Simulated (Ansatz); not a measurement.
# α-N2

Computed with LDA (plane waves, PAW; Ansatz, an electronic-structure program).

Settings: plane-wave cutoff 520 eV, 4×4×4 k mesh, perturbation theory, scalar-relativistic PAW data made under PBE.

Cell (measured lattice):

```
CELL_PARAMETERS angstrom
      5.66700     0.00000     0.00000
      0.00000     5.66700     0.00000
      0.00000     0.00000     5.66700
ATOMIC_POSITIONS crystal
  N  0.94430 0.55570 0.44430
  N  0.44430 0.94430 0.55570
  N  0.94430 0.94430 0.94430
  N  0.05570 0.05570 0.05570
  N  0.55570 0.44430 0.94430
  N  0.55570 0.05570 0.44430
  N  0.44430 0.55570 0.05570
  N  0.05570 0.44430 0.55570
```

For α-N2, the high-frequency dielectric constant is 1.60 and the dielectric constant ε0 (ions relaxed) comes out as 1.61.

Note: the cell isn't this level's own, so it is under some stress, which shifts stiffness and frequencies.

Computing time: about 4 core-minutes (a rough figure).
